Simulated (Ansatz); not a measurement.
**HBAl, doublet: vertical spin and charge gaps**

Geometry (PBE0/def2-TZVP stationary point for this spin, not checked as a minimum):

```yaml
atoms:
  - { symbol: B, position_ang: [0.0000, -0.0920, 0.3143] }
  - { symbol: Al, position_ang: [0.0000, -0.0334, -1.8050] }
  - { symbol: H, position_ang: [0.0000, 0.1253, 1.4907] }
```

Basis 6-31G; Ansatz 0.2.0. Correlated methods freeze the noble-gas cores. Prefix R: restricted or restricted open-shell reference; prefix U: unrestricted.

Gaps are energies of the second state less the first, at fixed atoms, for a selection of the levels run; each method lands on the state that its own search finds for that charge and spin.

Unrestricted rows (U) aren't spin-pure: their determinants' ⟨S²⟩ exceeds S(S+1) by up to 0.73, so they mix in states of higher spin. HF rows: RHF is the determinant under the cluster runs. Coupled cluster chose its determinant by a search with trial CCSD, here up to 0.10 eV above the lowest Hartree–Fock solution of its kind, and MP2 stands on that determinant too. For open shells CISD and CISDTQ are restricted-active-space CI with the open shells as a complete middle space. A value is left out where its run failed or describes another state than the reference as far as symmetry and spin tell, or, spin-broken singlets apart, can't be checked.

Removing an electron, to the singlet: 6.902 eV at full CI (doublet A'', singlet ion A', in Cs).

```csv
level,gap (eV),error (meV),⟨S²⟩ where 0.1 over S(S+1) (first / second)
RHF,6.908,6,– / –
UMP2,6.991,89,– / 0.73
UCCSD,6.901,-1,– / 0.73
RCCSD(T),6.890,-12,– / –
UCCSD(T),6.909,7,– / 0.73
RCCSDT,6.902,0,– / –
UCCSDT,6.904,2,– / 0.73
CISDTQ,6.896,-6,– / –
RCCSDT(Q),6.902,0,– / –
RCCSDTQ,6.902,0,– / –
```

Removing an electron, to the triplet: 7.165 eV at full CI (doublet A'', triplet ion A', in Cs).

| level | gap (eV) | error (meV) |
| --- | --- | --- |
| RCCSD | 7.160 | -5 |
| UCCSD | 7.152 | -13 |
| RCCSD(T) | 7.161 | -4 |
| BCCD(T) | 7.162 | -3 |
| RCCSDT | 7.163 | -2 |
| UCCSDT | 7.163 | -2 |
| CISDTQ | 7.156 | -9 |
| RCCSDT(Q) | 7.165 | 0 |
| UCCSDT(Q) | 7.164 | -1 |
| RCCSDTQ | 7.165 | 0 |

Quartet less doublet: 0.082 eV at full CI (doublet A'', quartet A'', in Cs).

| level | gap (eV) | error (meV) |
| --- | --- | --- |
| RHF | 0.201 | 119 |
| RMP2 | 0.031 | -51 |
| UMP2 | -0.007 | -89 |
| RCCSD | 0.129 | 47 |
| UCCSD | 0.123 | 41 |
| RCCSD(T) | 0.093 | 11 |
| UCCSD(T) | 0.090 | 8 |
| BCCD(T) | 0.095 | 13 |
| RCCSDT | 0.090 | 8 |
| UCCSDT | 0.089 | 7 |
| CISDTQ | 0.075 | -7 |
| RCCSDT(Q) | 0.084 | 2 |
| UCCSDT(Q) | 0.083 | 1 |
| RCCSDTQ | 0.082 | 0 |
| UCCSDTQ | 0.082 | 0 |

Wrong sign: UMP2.

Full CI is exact within this basis and frozen core; it isn't the basis-set limit. The frozen core follows each run's orbitals, which can shift R against U totals by a few meV.
